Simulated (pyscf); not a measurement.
HF (SMILES F) + F–WH₃(F)–F (SMILES [F][WH3]([F])[F]) → F–WH₂(F)(F)–F (SMILES [F][WH2]([F])([F])[F]) + H₂ (SMILES [H][H]) (four-centre exchange; singlet surface; F–H, H–W broken, F–W, H–H formed). Optimised with ωB97X-D3(BJ)/def2-SVP in PySCF. Energies in kJ/mol from the separated reactants.

```
level                   barrier  reaction energy
----------------------  -------  ---------------
ωB97X-D3(BJ)/def2-TZVP    -11.1           -126.4
PBE/def2-TZVP             -30.2           -130.6
r²SCAN/def2-TZVP              …           -145.8
B3LYP-D3(BJ)/def2-TZVP    -11.8           -131.5
PBE0-D3(BJ)/def2-TZVP         …                …
M06-2X/def2-TZVP            1.5           -114.1
```

Q: Complete the blanks.

A: 
- r²SCAN/def2-TZVP, barrier: -39.4
- PBE0-D3(BJ)/def2-TZVP, barrier: -16.9
- PBE0-D3(BJ)/def2-TZVP, reaction energy: -114.2

On the reactant side the descent ends in an adduct with a F–W contact, 63.0 kJ/mol under the separated species and 51.9 kJ/mol under the saddle at ωB97X-D3(BJ)/def2-TZVP. At ωB97X-D3(BJ), PBE, r²SCAN, B3LYP-D3(BJ), PBE0-D3(BJ) the saddle lies under the separated reactants, which points to a path from their complex (located at ωB97X-D3(BJ) alone). What is counted as formed (F–W) is already present as a longer contact in the reactant adduct; forming that adduct is a step of its own. At the saddle there is also a short H–W contact that neither side keeps. This is the saddle that the search found; another between the same sides may lie lower. Elements past Kr carry the def2 core potentials, without spin-orbit coupling.
